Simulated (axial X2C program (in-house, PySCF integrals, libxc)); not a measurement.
## LiSi: from the spin-free to the two-component result

All values were computed with an axial X2C code built on PySCF integrals. Spin-free means the one-electron spin-free X2C Hamiltonian; two-component (2c) means X2C with spin–orbit coupling and atomic mean-field two-electron Coulomb and Gaunt terms, so the difference of the two also holds small scalar two-electron terms. Basis: Si dyall-v3z [8s7p2d1f], Li dyall-cv3z [7s8p2d] (cores contracted in-house); Gaussian nuclei, density fitting, unrestricted open shells. Masses: Si 27.977 u, Li 7.016 u.

Spin-free state: M_S = 3/2, Λ = 0 (beyond evenly filled blocks: σα, π+α, π-α); fragments Si + Li.

```csv
level,Re (Å),ωe (cm⁻¹),De (eV),μ (D)
PBE0,2.365,450.3,1.818,5.95
HF,2.393,445.6,1.266,6.60
MP2,2.390,449.0,1.789,n/a
CCSD,2.386,448.8,1.744,n/a
CCSD(T),2.387,447.8,1.798,n/a
PBE,2.376,438.1,1.840,5.61
```

Correlated methods: 5 electrons correlated (number of frozen shells: Si 2 s, 1 p; Li 1 s), 143 virtual spin orbitals or spinors in MP2, 61 natural virtuals in coupled cluster.

Dipoles are positive if Li is the positive end.

Two-component determinant lowest at the distance of the search:

Ω = 3/2 (⟨Sz⟩ = 1.50, ⟨Lz⟩ = 0.00 at HF); fragments Si + Li.

```
  level  Re (Å)  ωe (cm⁻¹)  De (eV)  μ (D)
   PBE0   2.365      450.2    1.817   5.95
     HF   2.393      445.5    1.262   6.60
    MP2   2.390      448.9    1.799    n/a
   CCSD   2.386      448.7    1.746    n/a
CCSD(T)   2.388      447.8    1.800    n/a
    PBE   2.376      438.0    1.840   5.61
```

From the two tables, how do the constants change at the CCSD(T) level (2c against spin-free)?

At the CCSD(T) level Re is unchanged within 0.001 Å and ωe is unchanged to within 0.2 cm⁻¹; De is not compared, since the atomic limits differ or miss part of their spin–orbit lowering.

One determinant describes the state; a PBE0 search over occupations chose it and may have missed a lower one. Dissociation energies refer to the lowest single-determinant-based atoms at the same level and basis. Density functionals use the spin component along the axis (collinear). Coupled cluster ran in a truncated set of natural virtual spinors; the MP2 energy of the rest was added. (T) has no such correction and the atoms are truncated less, which lowers De at CCSD(T) by a hundredth of an eV or more. The 2c atoms are single determinants rather than J levels; their spin–orbit lowering is only partly caught, and De is too large by that part. This holds for PBE0, MP2, CCSD, CCSD(T), PBE. Other states lie close and PBE0, whose exact exchange favours high spin, may order them wrongly; the determinant shown need not be the ground state. The nearest other spin-free determinant of the search, M_S = 1/2, Λ = 1, lies 0.72 eV up at the distance of the search. Without a current term, density functionals place determinants with orbital angular momentum somewhat too high. With several unpaired electrons one determinant need not be a pure state. This is the top spin component of a Σ state; components of lower Ω are not single determinants and can lie lower.
